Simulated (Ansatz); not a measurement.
## Pulling the pair apart

The pair of HF (SMILES F, atoms 1–2) and F₂ (SMILES FF, atoms 3–4), both closed shells, in one local arrangement (a lower one may exist), relaxed at PBE0-D4/def2-TZVP:

```
4
angstrom
F 0.2152 0.1461 -1.8438
H -0.0017 -0.0309 -0.9660
F 0.3066 0.3415 1.7837
F -0.5200 -0.4566 1.0261
```

F₂ is shifted rigidly along the line between the mean atom positions of the two fragments (negative: closer). Counterpoise interaction energies in kJ/mol. Ansatz 0.2.0; basis: def2-TZVPPD; cores frozen in the correlated methods.

```json
{"shift (Å)": "-0.21", "MP2": "-1.3", "r2SCAN-D4": "-4.4", "PBE-D4": "-4.2"}
{"shift (Å)": "-0.11", "MP2": "-2.4", "r2SCAN-D4": "-4.8", "PBE-D4": "-4.8"}
{"shift (Å)": "0.00", "MP2": "-2.9", "r2SCAN-D4": "-4.8", "PBE-D4": "-4.9"}
{"shift (Å)": "0.11", "MP2": "-2.9", "r2SCAN-D4": "-4.5", "PBE-D4": "-4.7"}
{"shift (Å)": "0.25", "MP2": "-2.8", "r2SCAN-D4": "-3.8", "PBE-D4": "-4.2"}
{"shift (Å)": "0.53", "MP2": "-2.1", "r2SCAN-D4": "-2.6", "PBE-D4": "-3.1"}
{"shift (Å)": "1.05", "MP2": "-1.0", "r2SCAN-D4": "-1.1", "PBE-D4": "-1.5"}
{"shift (Å)": "2.10", "MP2": "-0.2", "r2SCAN-D4": "-0.2", "PBE-D4": "-0.3"}
```

(1) What does CCSD(T) give at these shifts? (Judge from chemistry; the value comes from the calculation.)

The T1 diagnostic stays at or below 0.012. The restricted Hartree–Fock reference is unstable towards an unrestricted one here.

Results:

(1) The calculation gives: -1.7, -2.7, -3.1, -3.2, -2.9, -2.2, -1.1, -0.3 kJ/mol. For zero shift, CCSD(T) at an estimated basis limit (MP2 extrapolated from triple and quadruple zeta, plus CCSD(T) − MP2 in triple zeta) gives -3.8 kJ/mol. These are counterpoise interaction energies, counted from the two frozen fragments.

For scale, one of the runs: CCSD(T)/def2-TZVPPD, 137 basis functions, launched by `ansatz run in.yaml --threads 2 --pin off --events-out ev --progress --plain --max-ram 5222MiB`. The run took 6.5 s on 2 CPU threads of an Intel Xeon 6975P-C (shared host), with 0.9 GiB of host memory at its peak.
